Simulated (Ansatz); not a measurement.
# How far each method lies from UCCSDTQ for HGeAs, triplet

Geometry: a PBE0/def2-TZVP stationary point for this spin, not checked as a minimum.

```xyz
3

Ge    0.0000   -0.0368    1.2246
As    0.0000    0.0147   -1.2049
H     0.0000    1.5590    1.3081
```

Basis cc-pVDZ; Ansatz 0.2.0. Only valence electrons are correlated (noble-gas cores and the filled d shells of p-block atoms frozen), which leaves 10 electrons in 31 orbitals. R marks a restricted (for open shells ROHF) determinant, U an unrestricted one. Active spaces: valence = (10e, 9o) chosen from the atoms' valence shells. No spin–orbit coupling is included, and no scalar relativity.

Full CI isn't at hand for all of this; UCCSDTQ serves as the reference, and is uncertain by about the last step of the cluster series. The frozen core follows each run's orbitals, which can shift R against U totals by a few meV for light atoms and by up to 0.1 eV past Ca.

- UHF ⟨S²⟩: 2.231
- ⟨S²⟩ of the determinant under UCCSD: 2.018
- T1 diagnostic (RCCSD): 0.0276
- largest doubles amplitude (RCCSD): 0.055
- T1 diagnostic (UCCSD): 0.0251

| level | E − E(RHF) (eV) |
| --- | --- |
| UMP2 | -3.9450 |
| UCCSD | -4.9045 |
| UCCSD(T) | -5.0490 |

Task: Estimate how far UCCSDTQ in cc-pVDZ lies from UCCSD(T). The table doesn't fix it; the size of (T) and the diagnostics are the guide.

Result: UCCSDTQ in cc-pVDZ lies 4.4 kJ/mol below UCCSD(T), which is 31 % of the (T) step (-13.9 kJ/mol). The diagnostics give no warning, yet the rest is a sizeable part of (T). The miss exceeds 1 kcal/mol.

The other levels:

```json
{"level": "UCCSDT", "E − E(UCCSDTQ) (kJ/mol)": "1.0", "share of correlation (%)": "99.79", "wall time": "–"}
{"level": "UCCSDT(Q)", "E − E(UCCSDTQ) (kJ/mol)": "0.0", "share of correlation (%)": "99.99", "wall time": "59 s"}
```

The correlation energy at UCCSDTQ, counted from RHF, is -5.094 eV. That run took 70 s on 2 threads of AMD EPYC 7R13 with a shared H100 80 GB, shared host.

Run but not shown, since their state or frozen core can't be matched to the reference's or they repeat it: RHF, UHF, RMP2, CISD, RCCSD, RCCSD(T), BCCD(T), RCCSDT, RCCSDT(Q), RCCSDTQ, CASSCF (valence space), NEVPT2 (valence space), NEVPT4(SD) (valence space), MRCISD (valence space), MRCISD+Q (valence space).

Times hold each run's SCF and search for its determinant on a shared host, so for small cases they say little of a method's own cost; they ran on 1 thread of AMD EPYC 7R13.

Natural occupations of CASSCF (valence space) about the gap: 1.993 1.979 1.965 1.928 1.004 0.997 0.064 0.040 0.030; effectively unpaired electrons, Σ n²(2−n)², 2.05.

Atomization energy (electronic, same basis, no zero-point term; atoms at the same level, unrestricted beside the R rows where the molecule is a closed shell, but restricted open-shell past Ca, as are all atoms' steps beyond CCSDT(Q)) at UCCSDTQ: 400.8 kJ/mol. Errors of other levels:

```csv
level,error (kJ/mol)
UMP2,-24.3
UCCSD,-12.8
UCCSD(T),-2.9
UCCSDT,-0.7
UCCSDT(Q),0.0
```

This basis is far from its limit, so the value isn't to be set against a measured one.
